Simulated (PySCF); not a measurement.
Isomers of C5H10O, mass 86.073 u with the commonest isotopes. The calculation used CAM-B3LYP/def2-SVPD in PySCF (dipole) on a GFN2-xTB geometry, gas phase. One conformer each, none proved a minimum here; rigid rotors.

Question: Order these by rotational constant B, largest first.
A. `[CH2:1]=[CH:2][C@H:3]([CH3:4])[O:5][CH3:6]` with C1–C2–C3–C4 -114°, C2–C3–O5–C6 -68°
B. `[CH3:1][CH2:2][O:3][CH:4]1[CH2:5][CH2:6]1` with C1–C2–O3–C4 -70°, C2–O3–C4–C5 166°
C. `[CH3:1]/[CH:2]=[CH:3]/[CH2:4][O:5][CH3:6]` with C2–C3–C4–O5 1°, C3–C4–O5–C6 180°
D. `[CH2:1]=[CH:2][C:3]([CH3:4])([CH3:5])[OH:6]` with C1–C2–C3–C4 111°, C2–C3–O6–H -61°
E. `[CH2:1]=[CH:2][CH2:3][O:4][CH2:5][CH3:6]` with C1–C2–C3–O4 -141°, C2–C3–O4–C5 -178°, C3–O4–C5–C6 -179°

Answer: A (3095 MHz), D (2774 MHz), B (2338 MHz), C (1529 MHz), E (1378 MHz).

Question: Order these by rotational constant A, largest first.
A. `[CH2:1]=[CH:2][C:3]([CH3:4])([CH3:5])[OH:6]` with C1–C2–C3–C4 111°, C2–C3–O6–H -61° (2-methyl-3-buten-2-ol)
B. `[CH3:1][CH2:2][O:3][CH:4]1[CH2:5][CH2:6]1` with C1–C2–O3–C4 -70°, C2–O3–C4–C5 166°
C. `[CH2:1]=[CH:2][C@H:3]([CH3:4])[O:5][CH3:6]` with C1–C2–C3–C4 -114°, C2–C3–O5–C6 -68°
D. `[CH3:1]/[CH:2]=[CH:3]/[CH2:4][O:5][CH3:6]` with C2–C3–C4–O5 1°, C3–C4–O5–C6 180°
E. `[CH2:1]=[CH:2][CH2:3][O:4][CH2:5][CH3:6]` with C1–C2–C3–O4 -141°, C2–C3–O4–C5 -178°, C3–O4–C5–C6 -179°

Answer: E (16009 MHz), D (11965 MHz), B (7742 MHz), A (4674 MHz), C (4202 MHz).

Question: Order these by out-of-plane moment Σ m c² = (Ia + Ib − Ic)/2, smallest first.
A. `[CH3:1]/[CH:2]=[CH:3]/[CH2:4][O:5][CH3:6]` with C2–C3–C4–O5 1°, C3–C4–O5–C6 180°
B. `[CH2:1]=[CH:2][C:3]([CH3:4])([CH3:5])[OH:6]` with C1–C2–C3–C4 111°, C2–C3–O6–H -61° (2-methyl-3-buten-2-ol)
C. `[CH2:1]=[CH:2][CH2:3][O:4][CH2:5][CH3:6]` with C1–C2–C3–O4 -141°, C2–C3–O4–C5 -178°, C3–O4–C5–C6 -179°
D. `[CH3:1][CH2:2][O:3][CH:4]1[CH2:5][CH2:6]1` with C1–C2–O3–C4 -70°, C2–O3–C4–C5 166°
E. `[CH2:1]=[CH:2][C@H:3]([CH3:4])[O:5][CH3:6]` with C1–C2–C3–C4 -114°, C2–C3–O5–C6 -68°

Answer: A (4.75 u·Å²), C (9.27 u·Å²), D (13.00 u·Å²), E (13.45 u·Å²), B (53.32 u·Å²).

| SMILES | point group | Ia (u·Å²) | Ib (u·Å²) | Ic (u·Å²) | κ | μa (D) | μb (D) | μc (D) |
| --- | --- | --- | --- | --- | --- | --- | --- | --- |
| C=CCOCC | C1 | 31.57 | 366.65 | 379.67 | -0.99 | 0.30 | 1.21 | 0.10 |
| C=CC(C)(C)O | – | 108.13 | 182.21 | 183.71 | -0.98 | 0.21 | 1.38 | 0.59 |
| C/C=C/COC | Cs | 42.24 | 330.47 | 363.21 | -0.97 | 0.68 | 0.86 | 0.04 |
| CCOC1CC1 | C1 | 65.28 | 216.15 | 255.43 | -0.88 | 0.36 | 0.87 | 0.94 |
| C=C[C@H](C)OC | C1 | 120.28 | 163.27 | 256.64 | 0.01 | 0.76 | 0.70 | 0.62 |
